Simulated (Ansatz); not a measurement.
H2LiN, SMILES [Li][NH2], the energy of protonation at one site

Program: Ansatz's Python interface.

Run as a notebook:

In [1]:
```python
import warnings

import ansatz as az
import numpy as np
```

In [2]:
```python
GEOMETRY = """
Li   -1.59170   -0.12560   -0.08320
N     0.29890   -0.19190   -0.24740
H     0.61860    0.79240   -0.35540
H     0.72980   -0.53520    0.66570
"""
```

In [3]:
```python
warnings.simplefilter("ignore", az.DeckWarning)
```

In [4]:
```python
system = az.Crystal.molecule()
for line in GEOMETRY.strip().splitlines():
    symbol, *xyz = line.split()
    system = system.atom(symbol, [float(v) for v in xyz])
```

In [5]:
```python
calc = system.calculation()
calc = calc.basis(gaussian="def2-TZVP")
calc = calc.functional("hf")
symbols = [site.symbol for site in system.cartesian_sites]
start = np.array([site.position_ang for site in system.cartesian_sites], dtype=float)
r = calc.relax(force_tolerance=0.01).run().report
end = np.array(r["positions_ang"])
```

In [6]:
```python
# put the proton on the side away from the neighbours, slightly off axis
away = sum((end[1] - end[j]) / np.linalg.norm(end[1] - end[j]) for j in [0, 2, 3]) + np.array([0.15, 0.1, -0.2])
proton = end[1] + 1.0 * away / np.linalg.norm(away)
acid = az.Crystal.molecule()
for symbol, place in zip(symbols, end):
    acid = acid.atom(symbol, place.tolist())
acid = acid.atom("H", proton.tolist())
protonated = (
    acid.calculation()
    .basis(gaussian="def2-TZVP")
    .functional("hf")
    .charge(1)
    .relax(force_tolerance=0.01, max_steps=80)
)
after = protonated.run().report
xyz = np.array(after["positions_ang"])
reach = np.linalg.norm(xyz[:-1] - xyz[-1], axis=1)
print(f"base {r['free_energy_ev']:.5f} eV, protonated {after['free_energy_ev']:.5f} eV")
print(f"the proton ends {reach.min():.3f} A from {symbols[reach.argmin()]}{reach.argmin()}")
print(f"electronic proton affinity {96.485332 * (r['free_energy_ev'] - after['free_energy_ev']):.1f} kJ/mol")
```
```text
base -1716.43639 eV, protonated -1728.45531 eV
the proton ends 1.005 A from N1
electronic proton affinity 1159.6 kJ/mol
```

Total energies depend on the basis set; only differences at equal settings carry meaning. The proton is put on one chosen atom, which needn't be the most basic site, so the molecule's proton affinity can be higher; the ends are stationary points, not checked by frequencies, and zero-point and thermal terms count only where printed. Hartree-Fock leaves correlation out, so bond, atomisation and ionisation energies come out well too low. Timing: 4.2 s on 1 thread of Arm Neoverse V1, on a shared host, peak memory 0.18 GiB.
